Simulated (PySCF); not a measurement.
# Mayer bond orders and bond lengths

Species: N-vinylformamide, C₃H₅NO.
SMILES with atom numbers: `[CH2:1]=[CH:2][NH:3][CH:4]=[O:5]` (hydrogens: H6, H7 on C1; H8 on C2; H9 on N3; H10 on C4)

Structure used (PBE0-D3(BJ)/def2-SVP), in Å, numbered top down from 1:
```xyz
10
C3H5NO angstrom
C     -1.7859    0.1901   -0.3417
C     -0.5973    0.1891    0.2688
N      0.5985   -0.2035   -0.3166
C      1.7933   -0.2062    0.3514
O      1.9431    0.1283    1.4996
H     -1.9078   -0.1295   -1.3808
H     -2.6755    0.5174    0.1966
H     -0.4665    0.5060    1.3067
H      0.5925   -0.5119   -1.2817
H      2.6303   -0.5564   -0.2979
```

Bond orders from the PBE0/pcSseg-1 density (PySCF). One conformer (not necessarily the lowest) at the PBE0-D3(BJ)/def2-SVP geometry, without solvent, vibrations or thermal averaging.

How far do the computed orders between heavy atoms stray from the drawn ones?

The largest departure is 0.133, at N3–C4 (drawn single, 1.133). Drawn single, order above 1.12: N3–C4 (1.133).

Set the Mayer orders of the bonds beside their lengths.

| bond | drawn as | length (Å) | Mayer order |
| --- | --- | --- | --- |
| C1–C2 | double | 1.336 | 1.905 |
| C2–N3 | single | 1.388 | 1.005 |
| N3–C4 | single | 1.369 | 1.133 |
| C4–O5 | double | 1.205 | 1.927 |
| C1–H6 | single | 1.094 | 0.956 |
| C1–H7 | single | 1.090 | 0.954 |
| C2–H8 | single | 1.093 | 0.947 |
| N3–H9 | single | 1.013 | 0.925 |
| C4–H10 | single | 1.116 | 0.935 |

By pair of heavy elements: C–N: lowest C2–N3 (1.005, 1.388 Å), highest N3–C4 (1.133, 1.369 Å).

Sum the orders of all bonds at each heavy atom with more than one neighbour and set the sums beside the valence in the SMILES.

C1 3.815 (drawn 4), C2 3.857 (drawn 4), N3 3.063 (drawn 3), C4 3.995 (drawn 4). Orders between atoms that aren't bonded are not in these sums.

Mayer orders depend on the basis set.
